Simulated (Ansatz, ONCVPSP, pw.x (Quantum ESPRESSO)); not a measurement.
**pw.x on sc O: one setting changed**

Potential: optimised norm-conserving Vanderbilt (ONCV), ONCVPSP 4.0.1, PBEsol; core [He], reference 2s2 2p4; waves: 2s: rc 0.70 bohr, ncon 4, nbas 9, qcut 10.5 1/bohr, local; 2p: rc 2.05 bohr, ncon 4, nbas 8, qcut 5.2 1/bohr, 2 projectors, debl 3.2 Ha; d scattering state at 0.02 Ha: rc 1.70 bohr, ncon 4, nbas 8, qcut 5.1 1/bohr, 1 projector; local part: the s channel; core correction: Teter function, fcfact 4.4, rcfact 1.8.

The reference run (k-mesh 17³, cutoffs 125/500 Ry, Fermi–Dirac 0.01 Ry, mixing_beta 0.4, conv_thr 1e-9, no spin) gives 0.88 GPa at 7.565 Å³/atom, where all-electron LAPW gives 0.20 GPa. This run, with its own iteration cap, changes ecutrho/ecutwfc to 2.

```
&control
  calculation='scf', prefix='x', pseudo_dir='./', outdir='./tmp', tstress=.true., disk_io='none'
/
&system
  ibrav=0, nat=1, ntyp=1, ecutwfc=125, ecutrho=250, nbnd=10,
  occupations='smearing', smearing='fd', degauss=0.01
/
&electrons
  conv_thr=1e-09, mixing_beta=0.4, electron_maxstep=60
/
ATOMIC_SPECIES
O 1.0 O.UPF
CELL_PARAMETERS angstrom
  1.96307237 0.00000000 0.00000000
  0.00000000 1.96307237 0.00000000
  0.00000000 0.00000000 1.96307237
ATOMIC_POSITIONS crystal
O 0.0000 0.0000 0.0000
K_POINTS automatic
17 17 17 0 0 0
```

```bash
pw.x < O.scf.in > O.scf.out
```

Problem. How does the run end?

Solution. It converges in 6 iterations; the free energy moves by -1.5 meV/atom and the pressure by +0.19 GPa. Below 4 the density is truncated and F is no longer variational, so a small shift in one case is no licence.

```
Message from routine set_cutoff:
     ecutrho < 4*ecutwfc, are you sure?
     Message from routine setup:
     using ibrav=0 with symmetry is DISCOURAGED, use correct ibrav instead
     lattice parameter (alat)  =       3.7097  a.u.
     unit-cell volume          =      51.0512 (a.u.)^3
     number of electrons       =         6.00
     number of Kohn-Sham states=           10
     kinetic-energy cutoff     =     125.0000  Ry
     charge density cutoff     =     250.0000  Ry
     scf convergence threshold =      1.0E-09
     Exchange-correlation= PBESOL
     number of k points=   165  Fermi-Dirac smearing, width (Ry)=  0.0100
     iteration #  1     ecut=   125.00 Ry     beta= 0.40
     total energy              =     -31.68340777 Ry
     estimated scf accuracy    <       0.00041025 Ry
     iteration #  2     ecut=   125.00 Ry     beta= 0.40
     total energy              =     -31.68350178 Ry
     estimated scf accuracy    <       0.00015480 Ry
     iteration #  3     ecut=   125.00 Ry     beta= 0.40
     total energy              =     -31.68350760 Ry
     estimated scf accuracy    <       0.00000009 Ry
     iteration #  4     ecut=   125.00 Ry     beta= 0.40
     total energy              =     -31.68350767 Ry
     estimated scf accuracy    <       0.00000002 Ry
     iteration #  5     ecut=   125.00 Ry     beta= 0.40
     total energy              =     -31.68350767 Ry
     estimated scf accuracy    <          1.8E-09 Ry
     iteration #  6     ecut=   125.00 Ry     beta= 0.40
     the Fermi energy is     6.9728 ev
!    total energy              =     -31.68350767 Ry
     estimated scf accuracy    <          2.0E-10 Ry
     smearing contrib. (-TS)   =      -0.00270029 Ry
     The total energy is F=E-TS. E is the sum of the following terms:
     one-electron contribution =      -0.23512524 Ry
     hartree contribution      =       4.05392861 Ry
     xc contribution           =      -7.96542768 Ry
     ewald contribution        =     -27.53418306 Ry
     convergence has been achieved in   6 iterations
          total   stress  (Ry/bohr**3)                   (kbar)     P=       10.69
     Message from routine punch:
     Nothing written, as per user request (disk_io='none')
```

The run took about 6.2 s on one core of a shared host (Intel(R) Xeon(R) Platinum 8375C CPU @ 2.90GHz, 96 threads, 744 GiB, load 31).
